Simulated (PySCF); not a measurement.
H3Si, SMILES [SiH3], multiplicity 2.

Geometry optimised at B3LYP-D3(BJ)/def2-TZVPD. The isomer is the one that the SMILES or the coordinates give; other isomers of the formula were not compared.

These are PySCF with TDA-B3LYP/def2-TZVPD values and carry that method's errors.

Vertical excitations; the highest root listed may be one member of a degenerate set. Gas-phase values at a fixed geometry.

Q: Estimate the UV-visible absorptions. (Estimate from the structure and the level; the computed values follow.)

A: 
```
state    energy (eV)  λ (nm)      f                                     main pairs
-------  -----------  ------  -----  ---------------------------------------------
root 1          5.13     242  0.036                               α HOMO→LUMO 98 %
root 2          5.16     240  0.010    α HOMO→LUMO+2, β HOMO→LUMO (degenerate set)
root 3          5.16     240  0.010  α HOMO→LUMO+1, β HOMO−1→LUMO (degenerate set)
root 4          5.38     230  0.029  α HOMO→LUMO+1, β HOMO−1→LUMO (degenerate set)
root 5          5.38     230  0.029    α HOMO→LUMO+2, β HOMO→LUMO (degenerate set)
root 6          6.21     200  0.179                             α HOMO→LUMO+3 96 %
root 7          6.87     180  0.075                 α HOMO→LUMO+4 (degenerate set)
root 8          6.87     180  0.075                 α HOMO→LUMO+5 (degenerate set)
root 9          7.48     166  0.005                 α HOMO→LUMO+7 (degenerate set)
root 10         7.48     166  0.005                 α HOMO→LUMO+6 (degenerate set)
```
Unrestricted roots are not spin-pure.
